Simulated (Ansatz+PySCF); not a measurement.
**doublet C3H5: levels of theory in one basis**

```xyz
8

C     0.0000    0.0000   -0.4772
C     0.0000    1.3283    0.2117
C     0.0000   -1.3283    0.2117
H     0.0000    0.0000   -1.6620
H     0.0000    2.3372   -0.3986
H     0.0000    1.4024    1.3909
H     0.0000   -2.3372   -0.3986
H     0.0000   -1.4024    1.3909
```

Basis set: def2-SVP (spherical functions). Left uncorrelated: 3 orbitals. Correlation on ROHF uses semicanonical orbitals with singles. Charge 0, multiplicity 2.

Computed with Ansatz (development build ahead of 0.2.0); each method stands on the lowest determinant of its kind that the runs found. NEVPT2 correlates all electrons. Active spaces start from the frontier orbitals, and the lowest solution found is given.

```json
{"method": "ROHF", "E − E(ROHF) (eV)": "0.00", "<S²> of the determinant": "0.75"}
{"method": "UHF", "E − E(ROHF) (eV)": "-0.92", "<S²> of the determinant": "1.11"}
{"method": "ROHF-MP2", "E − E(ROHF) (eV)": "-11.18", "<S²> of the determinant": "–"}
{"method": "UHF-MP2", "E − E(ROHF) (eV)": "-10.92", "<S²> of the determinant": "1.11"}
{"method": "ROHF-CCSD", "E − E(ROHF) (eV)": "-12.42", "<S²> of the determinant": "–"}
{"method": "ROHF-CCSD(T)", "E − E(ROHF) (eV)": "-12.91", "<S²> of the determinant": "–"}
{"method": "SC-NEVPT2(3,3)", "E − E(ROHF) (eV)": "-11.68", "<S²> of the determinant": "–"}
```

(1) What does CASSCF(3,3) give on the same scale?

(2) Is a single determinant a sound starting point here?

Answers

(1) -1.29 eV.

(2) It is doubtful. Unrestricted orbitals lower Hartree–Fock by 0.92 eV and <S²> is 1.11 where a pure state has 0.75, a sign of strong static correlation. The CASSCF(3,3) natural occupations are 1.86, 1.00, 0.14.

Caution for ROHF, ROHF-MP2, ROHF-CCSD, ROHF-CCSD(T): an unrestricted determinant lies well below; the determinant breaks the point group. Caution for UHF, UHF-MP2: the unrestricted determinant is spin contaminated. Caution for ROHF-MP2: another reference gives a lower total.
